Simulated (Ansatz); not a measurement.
Relaxation of BH₂LiO (5 atoms, charge 0, multiplicity 1), to a largest force component of 0.02 eV/Å in at most 40 steps.

Method: UKS PBE0/def2-mTZVP in Ansatz.

```xyz
5
Properties=species:S:1:pos:R:3:forces:R:3
Li -0.289 -1.269 1.878 -0.16 -0.69 1.02
O -0.091 -0.397 0.588 0.09 0.41 -0.60
B 0.075 0.330 -0.489 -0.03 -0.12 0.18
H -0.293 -0.066 -1.553 -0.15 -0.13 -0.55
H 0.599 1.401 -0.425 0.25 0.53 -0.05
```

Question: Where does it end, and by what steps?

Answer: It converged. After 4 steps the energy has fallen by 0.062 eV; Li1 moved furthest, 0.07 Å.

```json
{"step": "0", "energy less start (eV)": "0.0000", "largest force component (eV/Å)": "1.022", "accepted": "yes"}
{"step": "1", "energy less start (eV)": "-0.0468", "largest force component (eV/Å)": "0.530", "accepted": "yes"}
{"step": "2", "energy less start (eV)": "-0.0620", "largest force component (eV/Å)": "0.115", "accepted": "yes"}
{"step": "3", "energy less start (eV)": "-0.0620", "largest force component (eV/Å)": "0.103", "accepted": "yes"}
{"step": "4", "energy less start (eV)": "-0.0623", "largest force component (eV/Å)": "0.017", "accepted": "yes"}
```

```xyz
5
Properties=species:S:1:pos:R:3
Li -0.298 -1.311 1.940
O -0.092 -0.396 0.587
B 0.076 0.334 -0.494
H -0.295 -0.057 -1.589
H 0.609 1.430 -0.444
```

Whether the end is a true minimum wasn't checked by a vibrational analysis.

The run took 12 s on 1 CPU thread of a shared host.
